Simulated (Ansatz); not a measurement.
CHF2N (`N=C(F)F`), one more setting.

```yaml
crystal:
  periodic: [false, false, false]
  atoms:
    - {symbol: N, position_ang: [0.122851, 0.962903, 0.094492]}
    - {symbol: C, position_ang: [0.107069, -0.271631, 0.150555]}
    - {symbol: F, position_ang: [0.712126, -0.955930, 1.081528]}
    - {symbol: F, position_ang: [-0.488312, -1.118499, -0.668029]}
    - {symbol: H, position_ang: [-0.403834, 1.309557, -0.699946]}
basis:
  gaussian: {orbitals: STO-3G}
hamiltonian: {xc: {name: r2SCANh}, dispersion: d4}
```

```sh
$ ansatz run in.yaml --threads 2 --pin off --events-out ev --progress --plain --max-ram 4352MiB
```

Output, abridged:

```
Functional definition: r2SCANh
301 factors; integrals over basis functions are off by at most 2.9e-5 eV
mean field evaluation 1: about -7858.1807 eV, gradient 3.4e1 eV
mean field evaluation 2: about -7848.6351 eV, gradient 6.9e1 eV
mean field evaluation 4: about -7861.6811 eV, gradient 2.3e0 eV
mean field evaluation 8: about -7861.6461 eV, gradient 9.6e-2 eV
mean field -7861.64611809 eV, -288.9101660248 hartree, gradient 1.8e-5 eV, S^2 0.000000; 0 other end points of the search recorded, 0 dependent functions left out
reference -7861.64612044 eV, -288.9101661109 hartree; 16, 16 occupied and 5, 5 virtual orbitals, 301 factors
Total energy: -7861.65951665 eV, -288.9106584126 hartree
```

Run time 1.1 s (2 threads of an Arm Neoverse N1 on a shared host); peak host memory 0.26 GiB.
